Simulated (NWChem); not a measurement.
System: diphosphorus (P2); SMILES P#P

NWChem printed, in part:

```
             Northwest Computational Chemistry Package (NWChem) 7.3.0
             --------------------------------------------------------

 ORDER OF PRIMARY AXIS IS BEING SET TO 4
 D4H symmetry detected

                             Geometry "geometry" -> ""
                             -------------------------

 Output coordinates in angstroms (scale by  1.889725989 to convert to a.u.)

  No.       Tag          Charge          X              Y              Z
 ---- ---------------- ---------- -------------- -------------- --------------
    1 P                   15.0000     0.00000000     0.00000000     0.94554400
    2 P                   15.0000     0.00000000     0.00000000    -0.94554400

 Effective nuclear repulsion energy (a.u.)      62.9610473045

      Symmetry information
      --------------------

 Group name             D4h
 Group number             28
 Group order              16
 No. of unique centers     1

                                 NWChem DFT Module
                                 -----------------

 Summary of "ao basis" -> "ao basis" (spherical)
 ------------------------------------------------------------------------------
       Tag                 Description            Shells   Functions and Types
 ---------------- ------------------------------  ------  ---------------------
 P                           6-31g*                  8       18   4s3p1d

      Symmetry analysis of basis
      --------------------------

        a1g         8
        a1u         0
        a2g         0
        a2u         8
        b1g         1
        b1u         1
        b2g         1
        b2u         1
        eg          8
        eu          8

            General Information
            -------------------
          SCF calculation type: DFT
          Wavefunction type:  closed shell.
          No. of atoms     :     2
          No. of electrons :    30
           Alpha electrons :    15
            Beta electrons :    15
          Charge           :     0
          Spin multiplicity:     1
          Use of symmetry is: on ; symmetry adaption is: on
          Maximum number of iterations: 150
          AO basis - number of functions:    36
                     number of shells:    16
          Convergence on energy requested:  1.00D-06
          Convergence on density requested:  1.00D-05
          Convergence on gradient requested:  5.00D-04

              XC Information
              --------------
                         B3LYP Method XC Potential
                     Hartree-Fock (Exact) Exchange  0.200
                        Slater Exchange Functional  0.800 local
                    Becke 1988 Exchange Functional  0.720 non-local
              Lee-Yang-Parr Correlation Functional  0.810
                  VWN I RPA Correlation Functional  0.190 local

             Grid Information
             ----------------
          Grid used for XC integration:  medium
          Radial quadrature: Mura-Knowles
          Angular quadrature: Lebedev.
          Tag              B.-S. Rad. Rad. Pts. Rad. Cut. Ang. Pts.
          ---              ---------- --------- --------- ---------
          P                   1.00       88           8.0       590
          Grid pruning is: on
          Number of quadrature shells:    88
          Spatial weights used:  Erf1

      Superposition of Atomic Density Guess
      -------------------------------------

 Sum of atomic energies:        -681.26025373

      Non-variational initial energy
      ------------------------------

 Total energy =    -681.501727
 1-e energy   =   -1068.084980
 2-e energy   =     323.622205
 HOMO         =      -0.289953
 LUMO         =      -0.062915

      Symmetry analysis of molecular orbitals - initial
      -------------------------------------------------

 !! scf_movecs_sym_adapt:    4 vectors were symmetry contaminated

  Symmetry fudging

 !! scf_movecs_sym_adapt:    4 vectors were symmetry contaminated

  Numbering of irreducible representations:

     1 a1g         2 a1u         3 a2g         4 a2u         5 b1g
     6 b1u         7 b2g         8 b2u         9 eg         10 eu

  Orbital symmetries:

     1 a2u         2 a1g         3 a1g         4 a2u         5 a1g
     6 a2u         7 eu          8 eu          9 eg         10 eg
    11 a1g        12 a2u        13 eu         14 eu         15 a1g
    16 eg         17 eg         18 a2u        19 a1g        20 a1g
    21 eu         22 eu         23 a2u        24 eg         25 eg

     ---------------------------------------------
      Total Density - Mulliken Population Analysis
     ---------------------------------------------

    Atom       Charge   Shell Charges
 -----------   ------   -------------------------------------------------------
    1 P   15    15.00   2.00  2.00  5.98  1.26  2.01  0.65  1.05  0.05
    2 P   15    15.00   2.00  2.00  5.98  1.26  2.01  0.65  1.05  0.05

   convergence    iter        energy       DeltaE   RMS-Dens  Diis-err
 ---------------- ----- ----------------- --------- --------- ---------
 d= 0,ls=0.0,diis     1   -682.6731154002 -7.46D+02  1.14D-02  1.00D-01
 d= 0,ls=0.0,diis     2   -682.6820038471 -8.89D-03  5.20D-03  8.26D-03
 d= 0,ls=0.0,diis     3   -682.6833473233 -1.34D-03  1.51D-03  2.49D-03
 d= 0,ls=0.0,diis     4   -682.6838274156 -4.80D-04  1.26D-04  1.01D-05
 d= 0,ls=0.0,diis     5   -682.6838291811 -1.77D-06  1.74D-05  4.88D-08
 d= 0,ls=0.0,diis     6   -682.6838291929 -1.18D-08  6.38D-07  1.68D-10

         Total DFT energy =     -682.683829192854
      One electron energy =    -1069.101437328170
           Coulomb energy =      369.924893148274
    Exchange-Corr. energy =      -46.468332317437
 Nuclear repulsion energy =       62.961047304479

 Numeric. integr. density =       30.000000221586

                  Occupations of the irreducible representations
                  ----------------------------------------------

[...]
```

Level: B3LYP/6-31G* (spherical d). Coordinates come from a PBE0/def2-SVP optimisation. B3LYP is NWChem's, with the RPA form of VWN correlation.

Question: Reconstruct the input file.

Answer: One answer among several that fit: the input that was run:
```
start job
memory heap 200 mb stack 900 mb global 1100 mb
geometry units angstroms noautoz
  P      0.000000     0.000000     0.945544
  P      0.000000     0.000000    -0.945544
end
basis spherical
  * library 6-31g*
end
dft
  xc b3lyp
  iterations 150
  mulliken
end
task dft energy
```
